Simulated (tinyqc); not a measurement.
Inside a calculation (part 1 of 2). Method: UHF in the sto-3g basis, for LiH, spin multiplicity 3. This run ends on a higher stationary point, not on the lowest solution. Computed by tinyqc, a small Python program that keeps every step (integrals from PySCF). Settings: charge = 0, multiplicity = 3, basis = sto-3g, energy threshold = 1e-08, iteration cap = 90, orthogonalisation = symmetric, start = Wolfsberg-Helmholz matrix, DIIS depth = 3, DIIS from iteration = 2, method = UHF. Command: `OMP_NUM_THREADS=1 python tinyqc.py 25124 25125 out.jsonl` (the two numbers bound the seeds that draw the settings). One thread of a shared host (Intel(R) Xeon(R) Processor @ 2.60GHz), about 0.1 s of CPU time with the checks. Later iterations appear only in the table of the cycle.

## One-electron integrals

Geometry (angstrom):
```
atom         x         y         z
Li    0.000000  0.000000  0.000000
H     0.000000  0.000000  2.735000
```

Basis sto-3g: exponents (1/bohr^2) and contraction coefficients of normalised primitives:
```
element  l (shell)   exponent  coefficient
Li           s (1)  16.119575     0.154329
Li           s (1)   2.936201     0.535328
Li           s (1)   0.794651     0.444635
Li           s (2)   0.636290    -0.099967
Li           s (2)   0.147860     0.399513
Li           s (2)   0.048089     0.700115
Li           p (3)   0.636290     0.155916
Li           p (3)   0.147860     0.607684
Li           p (3)   0.048089     0.391957
H            s (1)   3.425251     0.154329
H            s (1)   0.623914     0.535328
H            s (1)   0.168855     0.444635
```

Overlap, kinetic and nuclear-attraction integrals over the contracted functions; the nuclear repulsion is the sum of Za Zb / Rab.

nuclear repulsion = 0.58045032 hartree

overlap S, lower triangle:
```
           1Li 1s    1Li 2s   1Li 2px   1Li 2py   1Li 2pz     2H 1s
1Li 1s   1.000000
1Li 2s   0.241137  1.000000
1Li 2px  0.000000  0.000000  1.000000
1Li 2py  0.000000  0.000000  0.000000  1.000000
1Li 2pz  0.000000  0.000000  0.000000  0.000000  1.000000
2H 1s    0.004291  0.159359  0.000000  0.000000  0.243614  1.000000
```

kinetic energy T (hartree), lower triangle:
```
            1Li 1s    1Li 2s   1Li 2px   1Li 2py   1Li 2pz     2H 1s
1Li 1s    3.576786
1Li 2s   -0.020237  0.102163
1Li 2px   0.000000  0.000000  0.319682
1Li 2py   0.000000  0.000000  0.000000  0.319682
1Li 2pz   0.000000  0.000000  0.000000  0.000000  0.319682
2H 1s    -0.003054  0.000272  0.000000  0.000000  0.013534  0.760032
```

nuclear attraction V (hartree), lower triangle:
```
            1Li 1s     1Li 2s    1Li 2px    1Li 2py    1Li 2pz      2H 1s
1Li 1s   -8.176365
1Li 2s   -1.010999  -1.398079
1Li 2px   0.000000   0.000000  -1.373978
1Li 2py   0.000000   0.000000   0.000000  -1.373978
1Li 2pz  -0.005512  -0.063248   0.000000   0.000000  -1.416870
2H 1s    -0.015928  -0.218100   0.000000   0.000000  -0.335891  -1.807062
```

core Hamiltonian H = T + V (hartree), lower triangle:
```
            1Li 1s     1Li 2s    1Li 2px    1Li 2py    1Li 2pz      2H 1s
1Li 1s   -4.599578
1Li 2s   -1.031236  -1.295916
1Li 2px   0.000000   0.000000  -1.054296
1Li 2py   0.000000   0.000000   0.000000  -1.054296
1Li 2pz  -0.005512  -0.063248   0.000000   0.000000  -1.097188
2H 1s    -0.018981  -0.217828   0.000000   0.000000  -0.322357  -1.047030
```

## Two-electron integrals

Functions are numbered as in S; the eight-fold symmetry (ij|kl) = (ji|kl) = (kl|ij) leaves the list below.

Two-electron integrals (ij|kl) in chemists' order, unique and non-zero (hartree):
```
(11|11) 1.680395   (21|11) 0.265420   (21|21) 0.049941   (22|11) 0.397727
(22|21) 0.092860   (22|22) 0.290562   (31|31) 0.008981   (32|31) 0.013788
(32|32) 0.064184   (33|11) 0.396640   (33|21) 0.092880   (33|22) 0.290497
(33|33) 0.312946   (41|41) 0.008981   (42|41) 0.013788   (42|42) 0.064184
(43|43) 0.016869   (44|11) 0.396640   (44|21) 0.092880   (44|22) 0.290497
(44|33) 0.279207   (44|44) 0.312946   (51|51) 0.008981   (52|51) 0.013788
(52|52) 0.064184   (53|53) 0.016869   (54|54) 0.016869   (55|11) 0.396640
(55|21) 0.092880   (55|22) 0.290497   (55|33) 0.279207   (55|44) 0.279207
(55|55) 0.312946   (61|11) 0.004223   (61|21) 0.000820   (61|22) 0.001624
(61|33) 0.001597   (61|44) 0.001597   (61|51) 0.000130   (61|52) 0.000264
(61|55) 0.001680   (61|61) 0.000016   (62|11) 0.039194   (62|21) 0.009402
(62|22) 0.035600   (62|33) 0.033450   (62|44) 0.033450   (62|51) 0.001313
(62|52) 0.011270   (62|55) 0.039860   (62|61) 0.000200   (62|62) 0.011116
(63|31) 0.000358   (63|32) 0.002373   (63|53) 0.001237   (63|63) 0.000407
(64|41) 0.000358   (64|42) 0.002373   (64|54) 0.001237   (64|64) 0.000407
(65|11) 0.058120   (65|21) 0.013975   (65|22) 0.053605   (65|33) 0.050084
(65|44) 0.050084   (65|51) 0.002024   (65|52) 0.017582   (65|55) 0.060584
(65|61) 0.000301   (65|62) 0.017494   (65|65) 0.027587   (66|11) 0.193481
(66|21) 0.046654   (66|22) 0.189970   (66|33) 0.176635   (66|44) 0.176635
(66|51) 0.005509   (66|52) 0.061273   (66|55) 0.216318   (66|61) 0.000975
(66|62) 0.082058   (66|65) 0.130933   (66|66) 0.774606
```

## Orthogonalisation

S = U s U^T; symmetric (Loewdin) form X = U s^(-1/2) U^T, so that X^T S X = 1.

eigenvalues of S: 0.667192  0.822516  1.000000  1.000000  1.173430  1.336863

X, lower triangle:
```
            1Li 1s     1Li 2s   1Li 2px   1Li 2py    1Li 2pz     2H 1s
1Li 1s    1.023143
1Li 2s   -0.127108   1.033756
1Li 2px   0.000000   0.000000  1.000000
1Li 2py   0.000000   0.000000  0.000000  1.000000
1Li 2pz  -0.002854   0.016148  0.000000  0.000000   1.023753
2H 1s     0.013715  -0.087082  0.000000  0.000000  -0.128806  1.034266
```

## Starting guess

The start is the generalised Wolfsberg-Helmholz matrix (K = 1.75) built on H; D(s) = C_occ C_occ^T for each spin.

D(alpha) at the start, lower triangle:
```
            1Li 1s    1Li 2s    1Li 2px   1Li 2py   1Li 2pz     2H 1s
1Li 1s    0.987927
1Li 2s    0.009729  0.106050
1Li 2px   0.000000  0.000000   0.765547
1Li 2py   0.000000  0.000000  -0.423657  0.234453
1Li 2pz  -0.052241  0.182896   0.000000  0.000000  0.320251
2H 1s    -0.060265  0.192554   0.000000  0.000000  0.337531  0.355771
```

D(beta) at the start, lower triangle:
```
            1Li 1s     1Li 2s   1Li 2px   1Li 2py    1Li 2pz     2H 1s
1Li 1s    0.979135
1Li 2s    0.040028   0.001636
1Li 2px   0.000000   0.000000  0.000000
1Li 2py   0.000000   0.000000  0.000000  0.000000
1Li 2pz   0.000822   0.000034  0.000000  0.000000   0.000001
2H 1s    -0.004338  -0.000177  0.000000  0.000000  -0.000004  0.000019
```

## Iteration 1: building the Fock matrix

J_ij = sum D_kl (ij|kl) with D = D(alpha) + D(beta), K_ij = sum D_kl (ik|jl) for each spin; F = H + J - K(s); E = tr D H + tr D J / 2 - 0.5 sum_s tr D(s) K(s) + E_nn.

Coulomb J (hartree), lower triangle:
```
           1Li 1s    1Li 2s    1Li 2px   1Li 2py   1Li 2pz     2H 1s
1Li 1s   4.020956
1Li 2s   0.689238  1.323676
1Li 2px  0.000000  0.000000   1.324510
1Li 2py  0.000000  0.000000  -0.014293  1.306592
1Li 2pz  0.007935  0.060036   0.000000  0.000000  1.333150
2H 1s    0.011407  0.177325   0.000000  0.000000  0.269099  1.068882
```

exchange K(alpha) (hartree), lower triangle:
```
            1Li 1s    1Li 2s    1Li 2px   1Li 2py   1Li 2pz     2H 1s
1Li 1s    1.682326
1Li 2s    0.294938  0.190838
1Li 2px   0.000000  0.000000   0.266731
1Li 2py   0.000000  0.000000  -0.125435  0.109487
1Li 2pz  -0.001093  0.096480   0.000000  0.000000  0.190278
2H 1s     0.005986  0.115495   0.000000  0.000000  0.176015  0.412262
```

exchange K(beta) (hartree), lower triangle:
```
           1Li 1s    1Li 2s   1Li 2px   1Li 2py   1Li 2pz     2H 1s
1Li 1s   1.666627
1Li 2s   0.277778  0.056715
1Li 2px  0.000000  0.000000  0.009999
1Li 2py  0.000000  0.000000  0.000000  0.009999
1Li 2pz  0.000082  0.000022  0.000000  0.000000  0.009979
2H 1s    0.004953  0.001079  0.000000  0.000000  0.000176  0.000028
```

F(alpha) (hartree), lower triangle:
```
            1Li 1s     1Li 2s   1Li 2px   1Li 2py    1Li 2pz      2H 1s
1Li 1s   -2.260949
1Li 2s   -0.636937  -0.163078
1Li 2px   0.000000   0.000000  0.003483
1Li 2py   0.000000   0.000000  0.111141  0.142809
1Li 2pz   0.003516  -0.099692  0.000000  0.000000   0.045683
2H 1s    -0.013560  -0.155997  0.000000  0.000000  -0.229273  -0.390410
```

F(beta) (hartree), lower triangle:
```
            1Li 1s     1Li 2s    1Li 2px   1Li 2py    1Li 2pz     2H 1s
1Li 1s   -2.245249
1Li 2s   -0.619777  -0.028955
1Li 2px   0.000000   0.000000   0.260215
1Li 2py   0.000000   0.000000  -0.014293  0.242297
1Li 2pz   0.002341  -0.003234   0.000000  0.000000   0.225983
2H 1s    -0.012527  -0.041581   0.000000  0.000000  -0.053434  0.021824
```

total energy of this density = -7.58614140 hartree

## Iteration 1: diagonalisation and new density

Diagonalise F' = X^T F X, C = X C', fill 3 alpha and 1 beta electrons from the bottom; D(s) = C_occ C_occ^T. Each column has its largest component positive (the first on a tie).

F' = X^T F X (alpha) (hartree), lower triangle:
```
           1          2         3         4          5          6
1  -2.203761
2  -0.370294  -0.021277
3   0.000000   0.000000  0.003483
4   0.000000   0.000000  0.111141  0.142809
5   0.009294  -0.068287  0.000000  0.000000   0.099189
6   0.024111  -0.121492  0.000000  0.000000  -0.195707  -0.330453
```

orbital energies (alpha) (hartree): MO1 -2.264886, MO2 -0.446744, MO3 -0.058023, MO4 0.076721, MO5 0.178606, MO6 0.204315

coefficients C (alpha):
```
               MO1        MO2        MO3        MO4        MO5       MO6
1Li 1s    0.988782  -0.068208   0.000000  -0.280708   0.045114  0.000000
1Li 2s    0.043020   0.216735   0.000000   1.010947  -0.147696  0.000000
1Li 2px   0.000000   0.000000   0.874955   0.000000   0.000000  0.484204
1Li 2py   0.000000   0.000000  -0.484204   0.000000   0.000000  0.874955
1Li 2pz   0.000743   0.253033   0.000000   0.134868   0.991320  0.000000
2H 1s    -0.002804   0.853149   0.000000  -0.427307  -0.428492  0.000000
```

F' = X^T F X (beta) (hartree), lower triangle:
```
           1          2          3         4          5         6
1  -2.189851
2  -0.369657   0.103125
3   0.000000   0.000000   0.260215
4   0.000000   0.000000  -0.014293  0.242297
5  -0.001483   0.012317   0.000000  0.000000   0.251374
6   0.017014  -0.055691   0.000000  0.000000  -0.091107  0.049224
```

orbital energies (beta) (hartree): MO1 -2.248001, MO2 -0.001108, MO3 0.168267, MO4 0.234387, MO5 0.268125, MO6 0.294714

coefficients C (beta):
```
               MO1        MO2        MO3       MO4        MO5        MO6
1Li 1s    0.990953  -0.069646  -0.264436  0.000000   0.000000  -0.080054
1Li 2s    0.035215   0.235537   0.969986  0.000000   0.000000   0.308321
1Li 2px   0.000000   0.000000   0.000000  0.484204   0.874955   0.000000
1Li 2py   0.000000   0.000000   0.000000  0.874955  -0.484204   0.000000
1Li 2pz  -0.000169   0.207156  -0.309971  0.000000   0.000000   0.962255
2H 1s    -0.003618   0.867474  -0.229239  0.000000   0.000000  -0.537581
```

D(alpha) after iteration 1, lower triangle:
```
            1Li 1s    1Li 2s    1Li 2px   1Li 2py   1Li 2pz     2H 1s
1Li 1s    0.982342
1Li 2s    0.027755  0.048825
1Li 2px   0.000000  0.000000   0.765547
1Li 2py   0.000000  0.000000  -0.423657  0.234453
1Li 2pz  -0.016524  0.054873   0.000000  0.000000  0.064026
2H 1s    -0.060964  0.184787   0.000000  0.000000  0.215873  0.727872
```

D(beta) after iteration 1, lower triangle:
```
            1Li 1s     1Li 2s   1Li 2px   1Li 2py   1Li 2pz     2H 1s
1Li 1s    0.981988
1Li 2s    0.034896   0.001240
1Li 2px   0.000000   0.000000  0.000000
1Li 2py   0.000000   0.000000  0.000000  0.000000
1Li 2pz  -0.000168  -0.000006  0.000000  0.000000  0.000000
2H 1s    -0.003585  -0.000127  0.000000  0.000000  0.000001  0.000013
```

## Iteration 2: building the Fock matrix

As before.

Coulomb J (hartree), lower triangle:
```
           1Li 1s    1Li 2s    1Li 2px   1Li 2py   1Li 2pz     2H 1s
1Li 1s   3.955910
1Li 2s   0.674466  1.290904
1Li 2px  0.000000  0.000000   1.290566
1Li 2py  0.000000  0.000000  -0.014293  1.272647
1Li 2pz  0.006565  0.062902   0.000000  0.000000  1.302673
2H 1s    0.011120  0.188506   0.000000  0.000000  0.288062  1.242975
```

exchange K(alpha) (hartree), lower triangle:
```
            1Li 1s    1Li 2s    1Li 2px   1Li 2py   1Li 2pz     2H 1s
1Li 1s    1.677306
1Li 2s    0.292447  0.161662
1Li 2px   0.000000  0.000000   0.258996
1Li 2py   0.000000  0.000000  -0.125435  0.101751
1Li 2pz  -0.000751  0.053890   0.000000  0.000000  0.102116
2H 1s     0.004907  0.120706   0.000000  0.000000  0.171084  0.655204
```

exchange K(beta) (hartree), lower triangle:
```
            1Li 1s     1Li 2s   1Li 2px   1Li 2py   1Li 2pz     2H 1s
1Li 1s    1.668684
1Li 2s    0.276232   0.055807
1Li 2px   0.000000   0.000000  0.009858
1Li 2py   0.000000   0.000000  0.000000  0.009858
1Li 2pz  -0.000279  -0.000083  0.000000  0.000000  0.009843
2H 1s     0.004845   0.001039  0.000000  0.000000  0.000166  0.000025
```

F(alpha) (hartree), lower triangle:
```
            1Li 1s     1Li 2s    1Li 2px   1Li 2py    1Li 2pz      2H 1s
1Li 1s   -2.320974
1Li 2s   -0.649218  -0.166674
1Li 2px   0.000000   0.000000  -0.022726
1Li 2py   0.000000   0.000000   0.111141  0.116600
1Li 2pz   0.001803  -0.054236   0.000000  0.000000   0.103369
2H 1s    -0.012768  -0.150028   0.000000  0.000000  -0.205378  -0.459258
```

F(beta) (hartree), lower triangle:
```
            1Li 1s     1Li 2s    1Li 2px   1Li 2py    1Li 2pz     2H 1s
1Li 1s   -2.312352
1Li 2s   -0.633003  -0.060819
1Li 2px   0.000000   0.000000   0.226411
1Li 2py   0.000000   0.000000  -0.014293  0.208493
1Li 2pz   0.001332  -0.000263   0.000000  0.000000   0.195642
2H 1s    -0.012707  -0.030361   0.000000  0.000000  -0.034460  0.195920
```

total energy of this density = -7.68918261 hartree

## Iteration 2: diagonalisation and new density

As before.

F' = X^T F X (alpha) (hartree), lower triangle:
```
           1          2          3         4          5          6
1  -2.263430
2  -0.375290  -0.022969
3   0.000000   0.000000  -0.022726
4   0.000000   0.000000   0.111141  0.116600
5   0.001850  -0.022754   0.000000  0.000000   0.153691
6   0.024304  -0.114448   0.000000  0.000000  -0.172452  -0.409545
```

orbital energies (alpha) (hartree): MO1 -2.324639, MO2 -0.485053, MO3 -0.084232, MO4 0.064466, MO5 0.178106, MO6 0.202972

coefficients C (alpha):
```
               MO1        MO2        MO3        MO4       MO5        MO6
1Li 1s    0.989347  -0.049476   0.000000  -0.284873  0.000000  -0.027686
1Li 2s    0.041024   0.152726   0.000000   1.027295  0.000000   0.110949
1Li 2px   0.000000   0.000000   0.874955   0.000000  0.484204   0.000000
1Li 2py   0.000000   0.000000  -0.484204   0.000000  0.874955   0.000000
1Li 2pz   0.000702   0.150365   0.000000  -0.088616  0.000000   1.017088
2H 1s    -0.003502   0.918505   0.000000  -0.269930  0.000000  -0.421358
```

F' = X^T F X (beta) (hartree), lower triangle:
```
           1          2          3         4          5         6
1  -2.257176
2  -0.370876   0.070802
3   0.000000   0.000000   0.226411
4   0.000000   0.000000  -0.014293  0.208493
5  -0.002625   0.013310   0.000000  0.000000   0.217509
6   0.017795  -0.056438   0.000000  0.000000  -0.089824  0.227718
```

orbital energies (beta) (hartree): MO1 -2.314864, MO2 0.093028, MO3 0.154189, MO4 0.200583, MO5 0.234321, MO6 0.326501

coefficients C (beta):
```
               MO1        MO2        MO3       MO4        MO5        MO6
1Li 1s    0.991442  -0.212229   0.165856  0.000000   0.000000   0.087562
1Li 2s    0.033422   0.770299  -0.616830  0.000000   0.000000  -0.343067
1Li 2px   0.000000   0.000000   0.000000  0.484204   0.874955   0.000000
1Li 2py   0.000000   0.000000   0.000000  0.874955  -0.484204   0.000000
1Li 2pz   0.000206   0.257614   0.664283  0.000000   0.000000  -0.746521
2H 1s    -0.003454   0.454267   0.387649  0.000000   0.000000   0.858735
```

D(alpha) after iteration 2, lower triangle:
```
            1Li 1s    1Li 2s    1Li 2px   1Li 2py   1Li 2pz     2H 1s
1Li 1s    0.981255
1Li 2s    0.033031  0.025008
1Li 2px   0.000000  0.000000   0.765547
1Li 2py   0.000000  0.000000  -0.423657  0.234453
1Li 2pz  -0.006745  0.022993   0.000000  0.000000  0.022610
2H 1s    -0.048908  0.140136   0.000000  0.000000  0.138108  0.843663
```

D(beta) after iteration 2, lower triangle:
```
            1Li 1s     1Li 2s   1Li 2px   1Li 2py    1Li 2pz     2H 1s
1Li 1s    0.982957
1Li 2s    0.033136   0.001117
1Li 2px   0.000000   0.000000  0.000000
1Li 2py   0.000000   0.000000  0.000000  0.000000
1Li 2pz   0.000204   0.000007  0.000000  0.000000   0.000000
2H 1s    -0.003425  -0.000115  0.000000  0.000000  -0.000001  0.000012
```

## Iteration 6 (converged): orbitals

converged F(alpha) (hartree), lower triangle:
```
            1Li 1s     1Li 2s    1Li 2px   1Li 2py    1Li 2pz      2H 1s
1Li 1s   -2.341008
1Li 2s   -0.653034  -0.158616
1Li 2px   0.000000   0.000000  -0.031026
1Li 2py   0.000000   0.000000   0.111141  0.108300
1Li 2pz   0.000421  -0.031067   0.000000  0.000000   0.125288
2H 1s    -0.012821  -0.129117   0.000000  0.000000  -0.178592  -0.479614
```

converged F(beta) (hartree), lower triangle:
```
            1Li 1s     1Li 2s    1Li 2px   1Li 2py    1Li 2pz     2H 1s
1Li 1s   -2.334236
1Li 2s   -0.637153  -0.071937
1Li 2px   0.000000   0.000000   0.214437
1Li 2py   0.000000   0.000000  -0.014293  0.196518
1Li 2pz   0.000264  -0.001182   0.000000  0.000000   0.185154
2H 1s    -0.012798  -0.026425   0.000000  0.000000  -0.027760  0.263234
```

As before.

F' = X^T F X (alpha) (hartree), lower triangle:
```
           1          2          3         4          5          6
1  -2.283335
2  -0.377412  -0.016889
3   0.000000   0.000000  -0.031026
4   0.000000   0.000000   0.111141  0.108300
5  -0.001924  -0.003026   0.000000  0.000000   0.169951
6   0.021789  -0.093316   0.000000  0.000000  -0.145385  -0.441270
```

orbital energies (alpha) (hartree): MO1 -2.344554, MO2 -0.490551, MO3 -0.092532, MO4 0.058486, MO5 0.169806, MO6 0.205076

coefficients C (alpha):
```
               MO1        MO2        MO3        MO4       MO5        MO6
1Li 1s    0.989593  -0.034339   0.000000  -0.284303  0.000000  -0.043267
1Li 2s    0.040154   0.099824   0.000000   1.026603  0.000000   0.164806
1Li 2px   0.000000   0.000000   0.874955   0.000000  0.484204   0.000000
1Li 2py   0.000000   0.000000  -0.484204   0.000000  0.874955   0.000000
1Li 2pz   0.000973   0.096408   0.000000  -0.129397  0.000000   1.019260
2H 1s    -0.004004   0.952093   0.000000  -0.210836  0.000000  -0.378311
```

F' = X^T F X (beta) (hartree), lower triangle:
```
           1          2          3         4          5         6
1  -2.279183
2  -0.371008   0.059410
3   0.000000   0.000000   0.214437
4   0.000000   0.000000  -0.014293  0.196518
5  -0.003522   0.011744   0.000000  0.000000   0.205824
6   0.018168  -0.057002   0.000000  0.000000  -0.090009  0.296958
```

orbital energies (beta) (hartree): MO1 -2.336663, MO2 0.096436, MO3 0.157881, MO4 0.188608, MO5 0.222347, MO6 0.365355

coefficients C (beta):
```
               MO1        MO2        MO3       MO4        MO5        MO6
1Li 1s    0.991612  -0.252666   0.098701  0.000000   0.000000   0.079350
1Li 2s    0.032795   0.924774  -0.370779  0.000000   0.000000  -0.314471
1Li 2px   0.000000   0.000000   0.000000  0.484204   0.874955   0.000000
1Li 2py   0.000000   0.000000   0.000000  0.874955  -0.484204   0.000000
1Li 2pz   0.000650   0.164585   0.811769  0.000000   0.000000  -0.615526
2H 1s    -0.003442   0.262272   0.341331  0.000000   0.000000   0.953291
```

D(alpha) after iteration 6, lower triangle:
```
            1Li 1s    1Li 2s    1Li 2px   1Li 2py   1Li 2pz     2H 1s
1Li 1s    0.980474
1Li 2s    0.036308  0.011577
1Li 2px   0.000000  0.000000   0.765547
1Li 2py   0.000000  0.000000  -0.423657  0.234453
1Li 2pz  -0.002348  0.009663   0.000000  0.000000  0.009295
2H 1s    -0.036656  0.094881   0.000000  0.000000  0.091786  0.906497
```

D(beta) after iteration 6, lower triangle:
```
            1Li 1s     1Li 2s   1Li 2px   1Li 2py    1Li 2pz     2H 1s
1Li 1s    0.983295
1Li 2s    0.032520   0.001075
1Li 2px   0.000000   0.000000  0.000000
1Li 2py   0.000000   0.000000  0.000000  0.000000
1Li 2pz   0.000645   0.000021  0.000000  0.000000   0.000000
2H 1s    -0.003413  -0.000113  0.000000  0.000000  -0.000002  0.000012
```
